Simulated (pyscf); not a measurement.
Four-centre exchange: :HSi–PH₂ [singlet] + H₂O -> HO–Si:–PH₂ [singlet] + H₂

Gas phase, singlet surface, charge 0. Bonds broken: Si2–H5, O6–H7. Bonds formed: Si2–O6, H5–H7. Optimised with ωB97X-D3(BJ)/def2-SVP in PySCF.

Transition state (Å):

```xyz
8

P     -1.6016    -1.0719    -0.8857
Si    -1.0752     1.0567    -0.1342
H     -2.9826    -0.8061    -1.1027
H     -1.7939    -1.6211     0.4139
H      0.0608     0.3217     1.0055
O      0.5988     1.0872    -0.9988
H      0.5977     0.5250     0.2016
H      0.6997     0.3823    -1.6556
```

One imaginary mode, 1402i cm⁻¹; descent along it reached the two sides named, in the forms told below.

```csv
bond,change,reactant side (Å),saddle,product side
Si2–H5,breaks,1.533,1.769,4.2
O6–H7,breaks,0.968,1.326,2.578
Si2–O6,forms,2.110,1.884,1.673
H5–H7,forms,2.6,0.988,0.760
```

Electronic energies relative to the separated reactants (kcal/mol):

```tsv
level	barrier	reaction energy	reverse barrier
ωB97X-D3(BJ)/def2-TZVP	7.7	-26.1	33.8
PBE/def2-TZVP	3.6	-24.8	28.3
r²SCAN/def2-TZVP	4.9	-26.1	31.0
B3LYP-D3(BJ)/def2-TZVP	8.0	-26.2	34.2
PBE0-D3(BJ)/def2-TZVP	5.6	-23.9	29.6
M06-2X/def2-TZVP	7.8	-27.4	35.2
ωB97M-D3(BJ)/def2-TZVP	7.6	-26.3	33.9
HF/def2-TZVP	26.6	-21.9	48.5
```

With ωB97M-D3(BJ)/def2-TZVP energies and thermal terms (ideal gas, 1 atm, RRHO with modes under 100 cm⁻¹ raised to 100, one conformer, R ln 2 for chiral ones without a mode under 150 cm⁻¹), in kcal/mol:

```
T (K)  ΔH‡   ΔG‡     ΔH     ΔG
-----  ---  ----  -----  -----
298    6.5  17.6  -28.7  -26.4
600    6.4  28.9  -27.7  -24.5
900    6.9  40.1  -26.8  -23.1
1200   7.7  51.0  -26.1  -21.9
```

On the reactant side the descent ends in an adduct with a O–Si contact, 16.1 kcal/mol under the separated species and 23.8 kcal/mol under the saddle at ωB97X-D3(BJ)/def2-TZVP. What is counted as formed (O–Si) is already present as a longer contact in the reactant adduct; forming that adduct is a step of its own. At the saddle there is also a short H–Si contact that neither side keeps. :HSi–PH₂ [singlet] lies 11.4 kcal/mol over its isomer H₂Si=PH (electronic energy, ωB97M-D3(BJ)/def2-TZVP). One saddle was located; it need not be the lowest between these sides.
